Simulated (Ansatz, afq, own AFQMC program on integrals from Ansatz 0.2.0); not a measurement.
## SiH3⁺, singlet in cc-pVDZ, levels against full CI

```csv
atom,x (Å),y (Å),z (Å)
Si,0.0000,0.0000,0.0000
H,2.2020,0.0213,-0.0001
H,-1.1194,1.8964,-0.0043
H,-1.0826,-1.9176,0.0045
```

Basis cc-pVDZ. Noble-gas cores (and the filled d shells of Ga–Kr and In–Xe) are frozen. AFQMC by an in-house program on the Cholesky factors that Ansatz 0.2.0 writes for its CCSD(T) run. The CISD trial takes its coefficients from CCSD amplitudes. Released means that phaseless walkers are propagated on without the constraint, phases kept. Error bars are statistical, one sigma.

Determinant: UHF, the one that the program's search chose, which needn't be the lowest solution. The geometry is a point of a scan.

Full CI on the same integrals is exact in this basis and with this determinant's frozen core.

Cautions: strong correlation (T1 0.149, weight of the determinant 0.61, largest double 0.18); (T) is large, 6 % of the CCSD correlation; unrestricted determinant spin contaminated (⟨S²⟩ 1.16 against 0.00); CCSD(T) is in doubt: in a space of 6 electrons in 8 natural orbitals full CI lies 200 meV below it; the released energies move by 1.5 errors or more from one time to the next, so no released level is given (meV from the phaseless value at times in 1/Eh: -14 ± 4 at 0.24, -21 ± 5 at 0.51, -34 ± 5 at 0.99, -33 ± 10 at 1.62, -49 ± 8 at 2.40).

* T1 diagnostic: 0.1495
* weight of the determinant in the CISD state: 0.607
* ⟨S²⟩ of the determinant: 1.155
* size of the correlated space: 6 electrons in 28 orbitals

Reference: full CI, correlation energy -3.633 eV. The cautions show a poor starting determinant, so the rows tell how each method copes with it here, and full CI is the sure value.

```json
{"level": "HF", "E − E(reference) (kcal/mol)": "83.78", "share of correlation (%)": "0.00"}
{"level": "MP2", "E − E(reference) (kcal/mol)": "47.18", "share of correlation (%)": "43.68"}
{"level": "CCSD", "E − E(reference) (kcal/mol)": "9.52", "share of correlation (%)": "88.64"}
{"level": "CCSD(T)", "E − E(reference) (kcal/mol)": "4.93", "share of correlation (%)": "94.11"}
{"level": "CCSDT", "E − E(reference) (kcal/mol)": "0.93", "share of correlation (%)": "98.88"}
{"level": "CCSDT(Q)", "E − E(reference) (kcal/mol)": "0.27", "share of correlation (%)": "99.68"}
{"level": "CCSDTQ", "E − E(reference) (kcal/mol)": "0.01", "share of correlation (%)": "99.98"}
{"level": "ph-AFQMC/CISD", "E − E(reference) (kcal/mol)": "1.99 ± 0.13", "share of correlation (%)": "97.62"}
```

CCSDT and higher add their correlation energy to the determinant of the CCSD(T) run, since their own runs factorise the integrals more tightly (a shift of under 2 meV).
